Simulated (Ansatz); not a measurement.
System: zinc-blende MgTe (metastable phase). Method: HSE06 (Ansatz, a first-principles code, PAW).

Run with plane-wave cutoff 460 eV, 8×8×8 k mesh, Fermi–Dirac smearing 0.01 eV, scalar-relativistic PAW data made under PBE.

Energies at three volumes about the minimum:

| V (Å³/atom) | E − E_lowest (meV/atom) |
|---|---|
| 32.908 | 2.37 |
| 33.531 | 0.00 |
| 34.596 | 2.18 |

**Question.** Fit a parabola by hand: where is the minimum, what lattice constant follows, and what is the bulk modulus?

**Answer.** Slopes: (0.00 − 2.37)/(33.531 − 32.908) = -3.804 and (2.18 − 0.00)/(34.596 − 33.531) = 2.047 meV/Å³. Curvature E″ = 2 × (2.047 − (-3.804))/(34.596 − 32.908) = 6.932 meV/Å⁶. From the middle of the first interval, the slope vanishes at V0 = 33.2195 − (-3.804)/6.932 = 33.768 Å³/atom. B = V0 E″ = 33.768 × 6.932 meV/Å³ × 0.1602 GPa per meV/Å³ = 37.5 GPa. With 8 atoms in the cube, a = (8 × 33.768)^(1/3) = 6.464 Å. The full Birch–Murnaghan fit to all volumes gives V0 = 33.750 Å³/atom and B0 = 37.1 GPa.

Measured, for comparison: lattice constant a 6.42 ± 0.005 Å (room temperature, no zero-point or thermal correction, from epitaxial CdTe/MgTe superlattices; as tabulated in Lucero et al. (2012), arXiv:1111.4515).
